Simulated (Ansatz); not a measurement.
A structure relaxed at PBE0-D4/def2-TZVP, charge 0, multiplicity 2:

Cartesian coordinates in Å:
```
C 0.040 -0.008 -0.189
Mg -0.396 0.076 1.880
H 0.808 0.727 -0.448
H 0.405 -1.002 -0.464
H -0.857 0.207 -0.778
```

(1) Give its formula and SMILES.

(2) Point group (tolerance 0.08 Å, 0.16 Å for H)?

(3) Summarise the bond lengths by kind.

## Answers

(1) CH3Mg, `[CH3][Mg]`.

(2) C3v.

(3) 1 × C–Mg 2.116 Å; 3 × C–H 1.094 Å.

Results of the Gaussian-basis code of Ansatz.
